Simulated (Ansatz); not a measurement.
Job for Ansatz (a first-principles code): R-B3LYP/def2-TZVPP on hydrogen isocyanide (SMILES [C-]#[NH+]), atoms moved off the minimum.

Ansatz 0.2 input:
```yaml
crystal:
  periodic: [false, false, false]
  atoms:
    - {symbol: C, position_ang: [0.00992160, 0.00316482, -0.71759960]}
    - {symbol: N, position_ang: [-0.02479383, -0.05811619, 0.39929255]}
    - {symbol: H, position_ang: [0.00732567, -0.05063522, 1.43234360]}
basis:
  gaussian:
    orbitals: def2-TZVPP
hamiltonian:
  xc: {name: B3LYP}
scf: {lower_state_search: off}
output: {forces: true}
```

The head of its log:

```
WARN ansatz: RAYON_NUM_THREADS=1 ignored (pool sized by the plan → 1); use --threads N
Functional definition: B3LYP
these checks for a lower state are left out or cut short: stability, starts, cluster_reference, orbital_swaps, neighbouring_geometries, increment
integrals: 0.01 GiB planned
394 factors; their error is unknown
mean field: 0.13 GiB planned
mean field evaluation 1: about -2538.4699 eV, gradient 4.6e1 eV
mean field evaluation 2: about -2536.4794 eV, gradient 5.5e1 eV
```

Task: Give the final energy of this run.

Result: -93.4366 hartree.
